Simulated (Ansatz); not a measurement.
For hcp La (model structure), PBE in Ansatz (PAW) gives:

equilibrium lattice constant a: 3.782 Å
lattice parameter c: 6.106 Å

**Question.** What does HSE06 in Ansatz (PAW) give for the same quantities?

**Answer.** 
- lattice constant a: 3.852 Å (rises by 1.9 %)
- lattice parameter c: 6.177 Å (rises by 1.2 %)

Changes are worked out from the printed values.

Unless a cell is named, each level is at its own relaxed cell (PBE 37.81, HSE06 39.69 Å³/atom).

Caveats: exact exchange on metals is sensitive to the k mesh and can open a false gap (HSE06); the run warned that the count of filled bands differs between k points (HSE06). Ansatz's density-functional and Hartree–Fock values are scalar-relativistic unless marked +SOC, with PAW data made under PBE.

A model structure was made by putting elements into a prototype or built by hand; here it ended with the formula and space group of a phase in our tables.

Ansatz is a program for electronic structure.
